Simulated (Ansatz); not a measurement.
# C5H5N: the cost of one run

Method: the levels named in each step, in Ansatz 0.2.0.

**1. The structure to begin with**

Bond lengths: C1–C2 1.196 Å, C2–C3 1.448 Å, C3–C4 1.540 Å, C4–C5 1.440 Å, C5–N6 1.143 Å, C1–H7 1.049 Å, C3–H8 1.093 Å, C3–H9 1.095 Å, C4–H10 1.095 Å, C4–H11 1.093 Å. Angles (14 of 15 angles, heavy atoms first): C1–C2–C3 178.2°, C2–C3–C4 110.4°, C3–C4–C5 110.6°, C4–C5–N6 178.6°, C2–C1–H7 178.7°, C2–C3–H8 109.3°, C2–C3–H9 109.3°, C4–C3–H8 109.8°, C4–C3–H9 109.8°, C3–C4–H10 110.1°, C3–C4–H11 110.1°, C5–C4–H10 108.7°, C5–C4–H11 108.9°, H8–C3–H9 108.2°.

As a file:

```xyz
11

C     2.6912    0.9699    0.9224
C     1.7491    0.3014    0.6119
C     0.5859   -0.4709    0.2275
C    -0.5556    0.4623   -0.2186
C    -1.7139   -0.3025   -0.6006
N    -2.6210   -0.9324   -0.8953
H     3.5291    1.5366    1.1987
H     0.8538   -1.1452   -0.5903
H     0.2570   -1.0781    1.0772
H    -0.8327    1.1354    0.5995
H    -0.2351    1.0683   -1.0702
```

**2. A rough first relaxation, PBE-D4/def2-SVP**

This run stands in another session on the same molecule. It ended at:

```xyz
11

C     2.7406    0.9833    0.9395
C     1.7724    0.3093    0.6203
C     0.5964   -0.4616    0.2314
C    -0.5746    0.4486   -0.2238
C    -1.7576   -0.3149   -0.6151
N    -2.6923   -0.9508   -0.9209
H     3.6075    1.5627    1.2256
H     0.8576   -1.1627   -0.5904
H     0.2607   -1.0951    1.0806
H    -0.8505    1.1468    0.5942
H    -0.2526    1.0789   -1.0793
```

**3. Relaxation, PBE0-D4/def2-TZVPP**

This run stands in another session on the same molecule. It ended at:

```xyz
11

C     2.7096    0.9696    0.9284
C     1.7584    0.3091    0.6154
C     0.5907   -0.4611    0.2297
C    -0.5600    0.4530   -0.2183
C    -1.7332   -0.3116   -0.6062
N    -2.6488   -0.9374   -0.9078
H     3.5589    1.5459    1.2083
H     0.8493   -1.1461   -0.5816
H     0.2602   -1.0792    1.0682
H    -0.8338    1.1347    0.5896
H    -0.2435    1.0676   -1.0635
```

**4. Frequencies, PBE0-D4/def2-TZVPP**

Contents of input.yaml:

```yaml
crystal:
  periodic: [false, false, false]
  atoms:
    - { symbol: C, position_ang: [2.70955183, 0.96961876, 0.9283568] }
    - { symbol: C, position_ang: [1.75838535, 0.30914914, 0.61544465] }
    - { symbol: C, position_ang: [0.5907239, -0.46106899, 0.22969928] }
    - { symbol: C, position_ang: [-0.55995464, 0.45300353, -0.21827235] }
    - { symbol: C, position_ang: [-1.73322543, -0.31158986, -0.6061822] }
    - { symbol: "N", position_ang: [-2.64883359, -0.93735834, -0.90784721] }
    - { symbol: H, position_ang: [3.55888085, 1.54589663, 1.20828652] }
    - { symbol: H, position_ang: [0.8493291, -1.14611304, -0.58161587] }
    - { symbol: H, position_ang: [0.26019285, -1.0792133, 1.06817473] }
    - { symbol: H, position_ang: [-0.83375832, 1.13470454, 0.58957421] }
    - { symbol: H, position_ang: [-0.24352189, 1.06756091, -1.06354856] }
basis:
  gaussian: { orbitals: def2-TZVPP }
hamiltonian:
  xc: pbe0
  dispersion: d4
phonons: {}
```

The run is started by

```
ansatz run input.yaml --threads 4 --pin off --max-ram 10240MiB --backend cpu --events-out ev --progress --plain --runs-dir out
```

**Question.** How long does this run take on 4 threads of Arm Neoverse N1, shared host, and how much memory does it need?

About 5.6 min, with a peak of 0.8 GiB.
